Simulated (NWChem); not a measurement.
# doublet BH2F+: levels of theory compared

Wanted: a comparison of 6 runs (UHF/STO-3G, UHF/3-21G, UPBE0/cc-pVTZ, UB3LYP/6-31G*, UB3LYP/cc-pVTZ, UM06-2X/cc-pVTZ) of doublet BH2F+. 

The calculation is run with NWChem 7.3.0.

3 further runs of the same task are left out: 3 set aside as unsound or not needed. Runs told in other sessions of the task aren't counted.

**1. The structure to begin with**

The species is BH2F+ (4 atoms), meant as a doublet with charge +1. As SMILES of the parent species, `BF`. Geometry: relaxed at PBE0-D4/def2-TZVP. That shape belongs to the parent species and isn't relaxed for this state.

Bond lengths: B1–F2 1.317 Å, B1–H3 1.197 Å, B1–H4 1.198 Å. Angles: F2–B1–H3 117.8°, F2–B1–H4 117.8°, H3–B1–H4 124.4°.

**2. The energy at UHF/STO-3G (run 1)**

run.py reads:

```python
from ase import Atoms
from ase.calculators.nwchem import NWChem

molecule = Atoms(['B', 'F', 'H', 'H'], positions=[
    [-0.027300, -0.004000, -0.030800],
    [1.061200, -0.296700, 0.649900],
    [-1.012500, -0.649100, 0.186200],
    [0.034200, 0.889600, -0.825600],
])

calc = NWChem(
    label='bfh2',
    theory='scf',
    memory='2200 mb',
    basis='STO-3G',
    basispar='spherical bse',
    charge=1,
    scf={'nopen': '1', 'uhf': None, 'thresh': '1e-08', 'maxiter': '80'},
    task='energy',
)
molecule.calc = calc

print("Total energy (eV):", round(molecule.get_potential_energy(), 6))
```

On the command line:

```sh
$ export ASE_NWCHEM_COMMAND="nwchem PREFIX.nwi > PREFIX.nwo"
$ python run.py
```

Output:

```text
Total energy (eV): -3353.456313
```

The calculator wrote bfh2.nwi:

```
title "bfh2"

permanent_dir bfh2

scratch_dir bfh2

start bfh2

geometry units angstrom nocenter noautosym noautoz
  B  -2.7300000000000001e-02 -4.0000000000000001e-03 -3.0800000000000001e-02
  F  1.0611999999999999e+00 -2.9670000000000002e-01 6.4990000000000003e-01
  H  -1.0125000000000000e+00 -6.4910000000000001e-01 1.8620000000000000e-01
  H  3.4200000000000001e-02 8.8959999999999995e-01 -8.2560000000000000e-01
end

charge 1

memory 2200 mb

basis spherical bse noprint
   * library STO-3G
end

scf
  nopen 1
  uhf
  thresh 1e-08
  maxiter 80
end

task scf energy
```

bfh2.nwo:

```text
Northwest Computational Chemistry Package (NWChem) 7.3.0
             --------------------------------------------------------

           Job information
           ---------------

    nwchem branch   = 7.3.0
    use scalapack   = T
    input           = bfh2.nwi
    prefix          = bfh2.
    data base       = bfh2/bfh2.db
    status          = startup
    nproc           =        1

           Memory information
           ------------------

[... 5 lines left out ...]
    hardfail = no
[... 37 lines left out ...]
            Nuclear Dipole moment (a.u.)
[... 77 lines left out ...]
 2-e energy   =      66.876306
[... 18 lines left out ...]
  ga_iter_lsolve: convergence stagnant ... aborting solve
[... 13 lines left out ...]
      One electron energy =   -218.222695884232
[... 9 lines left out ...]
          Final alpha eigenvalues
[... 119 lines left out ...]
                     UHF Final Beta Molecular Orbital Analysis
[... 138 lines left out ...]
       Multipole analysis of the density wrt the origin
       ------------------------------------------------

     L   x y z        total         alpha         beta         nuclear
     -   - - -        -----         -----         ----         -------
     0   0 0 0      1.000000     -8.000000     -7.000000     16.000000

     1   1 0 0      0.649113     -8.362712     -6.929904     15.941728
[... 8 lines of this table left out ...]
     2   0 0 2     -6.032514    -12.090135    -10.092014     16.149635

 Task  times  cpu:        0.4s     wall:        0.4s
 Total times  cpu:        0.4s     wall:        0.4s
```

Run time: 1.7 s. Hardware: 1 thread of Intel Xeon Platinum 8259CL at 2.50GHz (Skylake/Cascade Lake), shared host; peak memory 0.1 GiB.

**3. A single-point energy at UHF/3-21G (run 2)**

bfh2.nw reads:

```
start bfh2
title "BFH2 hf"
memory 2200 mb
charge 1
geometry units angstrom noautosym nocenter noautoz
  B     -0.027300    -0.004000    -0.030800
  F      1.061200    -0.296700     0.649900
  H     -1.012500    -0.649100     0.186200
  H      0.034200     0.889600    -0.825600
end
basis "ao basis" spherical bse
  * library 3-21G
end
scf
  doublet
  uhf
  thresh 1e-08
  maxiter 80
  print low
end
task scf energy
```

On the command line:

```sh
$ nwchem bfh2.nw > bfh2.out
```

Output:

```text
[...]
  functions       =    22
[...]
  wavefunction    = UHF
[...]
         Total SCF energy =   -124.189400669021
      One electron energy =   -220.484854922962
      Two electron energy =     69.119693817354
 Nuclear repulsion energy =     27.175760436587
                       Sz =      0.5000
                 Sz(Sz+1) =      0.7500
                      S^2 =      0.7785
[...]
```

Run time: 1.1 s. Hardware: 1 thread of Intel Xeon Platinum 8259CL at 2.50GHz (Skylake/Cascade Lake), shared host; peak memory 0.099 GiB.

Runs 3 to 5 aren't shown in full; the table further down has their settings and results.

**4. A single-point energy at UM06-2X/cc-pVTZ (run 6)**

bfh2.xyz reads:

```xyz
4
BFH2
B     -0.027300    -0.004000    -0.030800
F      1.061200    -0.296700     0.649900
H     -1.012500    -0.649100     0.186200
H      0.034200     0.889600    -0.825600
```

bfh2.nw reads:

```
start bfh2
title "BFH2"
memory 2200 mb
charge 1

geometry noautosym nocenter noautoz
   load bfh2.xyz
end

basis spherical bse
   * library cc-pVTZ
end

dft
   xc m06-2x
   mult 2
   grid xfine
   convergence energy 1e-08
   iterations 100
   mulliken
end

task dft energy
```

On the command line:

```sh
$ nwchem bfh2.nw > bfh2.out
```

Output:

```text
[...]
          Wavefunction type:  spin polarized.
          No. of atoms     :     4
          No. of electrons :    15
[...]
          Charge           :     1
          Spin multiplicity:     2
[...]
          AO basis - number of functions:    88
[...]
              XC Information
              --------------
                       M06-2X Method XC Functional
                     Hartree-Fock (Exact) Exchange  0.540
                        M06-2X Exchange Functional  1.000
                      M06-2X Correlation Potential  1.000
[...]
 d= 0,ls=0.0,diis     1   -125.1192493136 -1.52D+02  7.99D-03  1.07D+00     4.5
[...]
 d= 0,ls=0.0,diis    12   -125.4639501892 -4.94D-10  2.83D-08  8.21D-12    52.1
[...]
         Total DFT energy =     -125.463950189195
      One electron energy =     -221.658148075927
           Coulomb energy =       83.849179032031
    Exchange-Corr. energy =      -14.830741581886
 Nuclear repulsion energy =       27.175760436587
[...]
      Total Density - Mulliken Population Analysis
     ---------------------------------------------
    Atom       Charge   Shell Charges
 -----------   ------   -------------------------------------------------------
    1 B    5     4.60   1.97  0.18  0.78  0.16  0.57  0.73  0.05  0.07  0.06  0.03
    2 F    9     8.94   1.95  0.28  1.07  0.60  1.54  2.36  1.13  0.00  0.01  0.00
    3 H    1     0.73   0.23  0.41  0.08  0.01  0.01  0.00
    4 H    1     0.73   0.23  0.41  0.08  0.01  0.01  0.00
[...]
      <S2> =      0.7587 (Exact =     0.7500)
[...]
```

Wall time 53 s (1 thread of Intel Xeon Platinum 8259CL at 2.50GHz (Skylake/Cascade Lake), shared host); peak memory 0.12 GiB.

**5. All runs side by side**

```tsv
run	level	iteration cap	module	energy (Eh)	⟨S²⟩	wall time
1	UHF/STO-3G	80	scf	-123.237247	0.761	1.7 s
2	UHF/3-21G	80	scf	-124.189401	0.778	1.1 s
3	UPBE0/cc-pVTZ	100	dft	-125.379239	0.757	44 s
4	UB3LYP/6-31G* (Cartesian functions)	100	dft	-125.474170	0.756	12 s
5	UB3LYP/cc-pVTZ	100	dft	-125.524672	0.756	41 s
6	UM06-2X/cc-pVTZ	100	dft	-125.463950	0.759	53 s
```

**6. What came out**

| quantity | value |
| --- | --- |
| run 6: total energy | -125.46395 Eh |
| run 6: HOMO energy (highest over α and β) | -21.39 eV |
| run 6: LUMO energy (lowest over α and β) | -14.58 eV |
| run 6: ⟨S²⟩ | 0.759 |

Totals of different functionals can't be ranked against each other. In run 1 the basis is minimal, so the values are rough. All runs together took 2.5 min, the longest 53 s.
